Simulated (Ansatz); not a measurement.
Ideal-gas functions of boron trifluoride (`FB(F)F`) at 600 K and 1 bar, from an Ansatz frequency run at PBE0-D4/def2-TZVP.

Molar mass 67.81 g/mol, point group D3h (symmetry number 6), electronic degeneracy 1, moments of inertia 48.991, 48.991, 97.982 u Å². Harmonic wavenumbers (cm⁻¹, unscaled): 475, 475, 690, 897, 1487, 1487.

Use S(trans) = R[1.5 ln M + 2.5 ln T − 1.1517]; rotational temperatures θ = 24.2544 K / I; S(rot) = R[ln(√π/σ · √(T³/θAθBθC)) + 1.5]; for each mode x = 1.438777 ν̃/T, S = R[x/(eˣ − 1) − ln(1 − e⁻ˣ)] and H = RT x/(eˣ − 1); 1 cm⁻¹ = 0.0119627 kJ/mol; R = 8.31446 J/(mol·K).

Problem. By hand: the entropy, in J/(mol·K).

Solution. Translation 176.0. Rotation: θ = 0.4951, 0.4951, 0.2475 K, giving 93.8. Vibration, mode by mode: 7.67, 7.67, 5.02, 3.38, 1.10, 1.10, in all 25.9. Electronic 0.0. Sum 295.7 J/(mol·K).

Problem. By hand: H − E and G − E in kJ/mol, counted from the electronic energy.

Solution. Zero-point energy ½ × 5511 × 0.0119627 = 33.0; thermal vibration 9.8; translation, rotation and pV give 4 RT = 20.0. H − E = 62.8 kJ/mol, and G − E = 62.8 − 600 × 295.7/1000 = -114.6 kJ/mol.

Vibration gives 9 % of the entropy.
